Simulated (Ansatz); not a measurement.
We consider solid iodine, described by r²SCAN (Ansatz, a program for electronic structure, PAW).

Run with plane-wave cutoff 560 eV, 8×8×4 k mesh (along the axes of the cell as run), Fermi–Dirac smearing 0.01 eV, scalar-relativistic PAW data made under PBE.

Properties against volume:

Shape and atoms are relaxed at each volume.

| V (Å³/atom) | P (GPa) | direct gap at Γ (eV) | smallest gap on the k mesh (eV) | c (Å) |
|---|---|---|---|---|
| 42.364 | 0.38 | 1.323 | 1.204 | 9.809 |
| 43.247 | 0.18 | 1.323 | 1.223 | 9.832 |
| 44.129 | 0.00 | 1.321 | 1.237 | 9.857 |
| 45.012 | -0.12 | 1.322 | 1.252 | 9.876 |
| 45.894 | -0.23 | 1.316 | 1.259 | 9.901 |

The fundamental gap (1.23 eV at the equilibrium volume, with added k points) lies elsewhere than Γ–Γ.

Note: the cell comes from a level without a dispersion term, which matters for the spacing of layers, chains or molecules; the bulk modulus comes from volumes at which shape and atoms were relaxed.

Spin–orbit coupling is not included; with these elements it can move the gap by several tenths of an eV or more.
